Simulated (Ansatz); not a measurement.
Frontier orbitals of `CC#CS`.

Total charge 0; spin multiplicity 1. The geometry is a stationary point of PBE0-D4/def2-TZVP. It is one conformer, not always the lowest. Basis def2-TZVPP, Ansatz.

| functional | HOMO (eV) | LUMO (eV) | gap (eV) |
| --- | --- | --- | --- |
| LDA (SPW92) | -5.49 | -1.08 | 4.41 |
| PBE | -5.35 | -0.94 | 4.41 |
| BLYP | -5.19 | -0.83 | 4.36 |
| B97M-V | -5.58 | -0.66 | 4.92 |
| PBE0 | -6.49 | 0.03 | 6.52 |
| BHLYP | -7.48 | 1.04 | 8.52 |
| ωB97X-V | -8.74 | 2.21 | 10.95 |
| ωB97M-V | -8.59 | 2.02 | 10.61 |
| HF | -9.03 | 3.45 | 12.48 |

Against PBE, PBE0 changes HOMO and LUMO by −1.14 and +0.97 eV, ωB97M-V by −3.24 and +2.95 eV. A gap of 4.42 eV thus becomes 10.61 eV for the same molecule, so an orbital gap means little without its functional. A positive LUMO is unbound and depends on the basis.
